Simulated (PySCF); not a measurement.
How far each method lies from full CI for SiO⁺, quartet

Geometry: a point of a stretch scan, not a stationary point.

```xyz
2

Si    0.0000    0.0000    0.0000
O     0.0000    0.0000    3.2070
```

Basis 6-31G; PySCF 2.14.0. Only valence electrons are correlated (noble-gas cores frozen), which leaves 9 electrons in 16 orbitals. Prefix R: restricted or restricted open-shell reference; prefix U: unrestricted.

Full CI is exact within this basis and frozen core; it isn't the basis-set limit. The frozen core follows each run's orbitals, which can shift R against U totals by a few meV.

```
UHF ⟨S²⟩                          : 3.757
T1 diagnostic (ROHF- or RHF-based CCSD)             : 0.0157
largest doubles amplitude (ROHF- or RHF-based CCSD) : 0.112
T1 diagnostic (UCCSD)             : 0.0098
```

| level | E − E(full CI) (kJ/mol) | share of correlation (%) | wall time |
| --- | --- | --- | --- |
| RHF | 245.5 | 0.00 | – |
| UHF | 238.9 | 2.70 | – |
| RMP2 | 60.1 | 75.51 | – |
| UMP2 | 57.5 | 76.57 | – |
| RCCSD | 2.2 | 99.12 | – |
| UCCSD | 2.0 | 99.18 | – |
| RCCSD(T) | 0.6 | 99.74 | 0.6 s |
| UCCSD(T) | 0.5 | 99.79 | 0.34 s |
| RCCSDT | 0.1 | 99.97 | 13 s |
| UCCSDT | 0.0 | 100.02 | 14 s |

The correlation energy at full CI, counted from RHF, is -2.544 eV. The search over symmetries took 85 s on 1 thread of Intel Xeon, shared host; the state has 1,121,120 determinants.

Times are those of the correlated step on a shared host, with one SCF added for the restricted CCSD run; they ran on 1 thread of Intel Xeon.

The full-CI state has the irrep B1 of C2v, in the program's axes (one component, if the state is degenerate).

Natural occupations of full CI about the gap: 1.989 1.971 1.924 1.002 0.995 0.992 0.046 0.036 0.016 0.010; effectively unpaired electrons, Σ n²(2−n)², 3.04.
